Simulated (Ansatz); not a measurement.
**Worked example: correlation energy of PH$_{4}$, doublet**

Geometry: a PBE0/def2-TZVP stationary point for this spin, not checked as a minimum.

| atom | x (Å) | y (Å) | z (Å) |
| --- | --- | --- | --- |
| P | 0.0456 | 0.0000 | 0.0000 |
| H | 0.1616 | 0.0000 | -1.5147 |
| H | -0.8626 | 1.0782 | 0.0000 |
| H | -0.8626 | -1.0782 | 0.0000 |
| H | 0.1616 | 0.0000 | 1.5147 |

Basis 6-31G; Ansatz 0.2.0. Correlated methods freeze the noble-gas cores, which leaves 9 electrons in 16 orbitals. Prefix R: restricted or restricted open-shell reference; prefix U: unrestricted.

Full CI is exact within this basis and frozen core; it isn't the basis-set limit. The frozen core follows each run's orbitals, which can shift R against U totals by a few meV.

Runs differ by some tens of microhartree through their thresholds and, for an open shell, their frozen cores, so steps under 0.1 kcal/mol mean nothing.

| level | total energy (hartree) |
| --- | --- |
| UHF | -342.869037 |
| UMP2 | -342.937109 |
| UCCSD | -342.962227 |
| UCCSD(T) | -342.963293 |
| UCCSDT | -342.963662 |
| UCCSDT(Q) | -342.963729 |
| UCCSDTQ | -342.963739 |
| full CI | -342.963740 |

Task: What is the correlation energy at full CI, and what share of it do UMP2 and UCCSDT recover?

Result: E(corr) = -342.963740 − (-342.869037) = -0.094703 hartree = -2.577 eV. UMP2: -0.068072 / -0.094703 = 71.88 %. UCCSDT: -0.094625 / -0.094703 = 99.92 %.

Task: By how many kcal/mol does UCCSD(T) miss full CI (1 hartree = 627.509 kcal/mol), and which steps make up the rest?

Result: -342.963293 − (-342.963740) = 0.000447 hartree = 0.28 kcal/mol. Steps: UCCSDT − UCCSD(T) = -0.23, UCCSDT(Q) − UCCSDT = -0.04, UCCSDTQ − UCCSDT(Q) = -0.01, full CI − UCCSDTQ = 0.00 kcal/mol. That is within 1 kcal/mol of the reference in this basis, which itself misses far more of the correlation at the basis-set limit.
